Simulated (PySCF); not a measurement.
SMILES S=C=S (CS2) at its PBE0/def2-SVP optimised geometry (Å):

```
3

S      1.5561     0.0004     0.0000
C      0.0000     0.0004     0.0000
S     -1.5561    -0.0004     0.0005
```

Level of theory: PBE0/def2-TZVP in PySCF. Cells within 0.4 Å of a nucleus heavier than hydrogen are left out (blank, or x).

Map of the deformation density (molecule minus spherical neutral atoms) (e/bohr³) on the plane z = 0.0 Å:

```
|1111111111111111111111111111111|
|1111111111111111111111111111111|
|1111111111111111111111111111111|
|1111111111111111111111111111111|
|1111111111111111111111111111111|
|1111111111111111111111111111111|
|1111111111111111111111111111111|
|1111111111111111111111111111111|
|1111111111111111111111111111111|
|1111111111111111111111111111111|
|1111111111111111111111111111111|
|1111111111111110111111111111111|
|1111111122111100011112211111111|
|1111111122113310133112211111111|
|111111111xx257xxx752xx111111111|
|11111011xxx279xxx972xxx11011111|
|111111111xx257xxx752xx111111111|
|1111111122113310133112211111111|
|1111111122111100011112211111111|
|1111111111111110111111111111111|
|1111111111111111111111111111111|
|1111111111111111111111111111111|
|1111111111111111111111111111111|
|1111111111111111111111111111111|
|1111111111111111111111111111111|
|1111111111111111111111111111111|
|1111111111111111111111111111111|
|1111111111111111111111111111111|
|1111111111111111111111111111111|
|1111111111111111111111111111111|
|1111111111111111111111111111111|
```
Scale: ten equal steps from -0.016 (start of '0') to 0.094 (end of '9'), in the order '0123456789'; x runs from -4.00 to 4.00, y from -4.00 (bottom) to 4.00 (top).
